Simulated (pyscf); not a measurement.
PySCF, gas phase, ωB97X-D3(BJ)/def2-SVP geometries.

Q: For the elementary gas-phase step methane (CH₄) + H₃C–InH–CH₃ → H₃C–In(CH₃)–CH₃ + hydrogen (H₂) (singlet surface; C–H, H–In broken, C–In, H–H formed), what barrier and reaction energy does M06-2X/def2-TZVP give, measured from the separated reactants?

A: ΔE‡ = 1.87 eV, ΔE = +0.42 eV. ωB97M-D3(BJ)/def2-TZVP gives 2.00 eV and +0.54 eV. Zero-point energy shifts the barrier by -0.04 eV. It is a four-centre exchange, with an imaginary mode of 1578i cm⁻¹. At the saddle there is also a short H–In contact that neither side keeps. One saddle was located; it need not be the lowest between these sides. Elements past Kr carry the def2 core potentials, without spin-orbit coupling.
